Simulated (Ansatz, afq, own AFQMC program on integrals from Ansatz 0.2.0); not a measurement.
# Where AFQMC and coupled cluster stand for GaBr⁻, quartet

```xyz
2

Ga    0.0000    0.0000    0.0000
Br    0.0000    0.0000    4.5730
```

Basis aug-cc-pVDZ. Only valence electrons are correlated. Integrals, coupled cluster, full CI and functionals: Ansatz 0.2.0; the random walks run on the same integrals in our own AFQMC program. ph-AFQMC/CISD is guided by a CISD state made of CCSD amplitudes; releasing the constraint for a short imaginary time cuts its bias at the price of noise, slowly where states lie close. ± is one standard error of the sampling. No spin–orbit coupling.

Determinant: UHF, the one that the program's search chose, which needn't be the lowest solution. The geometry is a point of a scan.

No full CI on the walks' own integrals is used here; CCSDT(Q) serves as the reference and is uncertain by about the last step of the cluster series.

Cautions: no relativity below Rb; no spin-orbit coupling; inner d shell frozen; lower spins were not checked.

* T1 diagnostic: 0.0375
* weight of the determinant in the CISD state: 0.853
* ⟨S²⟩ of the determinant: 3.770
* size of the correlated space: 11 electrons in 44 orbitals

```
  level  correlation energy (eV)
    MP2                  -3.7808
   CCSD                  -4.6176
CCSD(T)                  -4.7152
```

(1) Estimate where phaseless AFQMC with a CISD trial lies against CCSD(T) on the same integrals.

(1) 5.6 ± 14.2 meV below CCSD(T). The gap is under twice the noise, so this walk alone can't tell the two apart.

Reference: CCSDT(Q), correlation energy -4.753 eV. The released energy is read at 1.62 1/Eh, later times being too noisy (meV from the phaseless value at times in 1/Eh: -20 ± 19 at 0.24, -20 ± 20 at 0.51, -18 ± 14 at 0.99, -44 ± 22 at 1.62, -56 ± 32 at 2.40).

| level | E − E(reference) (meV) | share of correlation (%) |
| --- | --- | --- |
| CCSD(T) | 37.7 | 99.21 |
| CCSDT | 7.7 | 99.84 |
| ph-AFQMC/HF | 176.5 ± 41.6 | 96.29 |
| ph-AFQMC/CISD | 32.2 ± 14.2 | 99.32 |
| released AFQMC | -12.1 ± 21.6 | 100.26 |

Released energies are given only where the last usable release times agree within the noise; a slower fall can still hide under it.
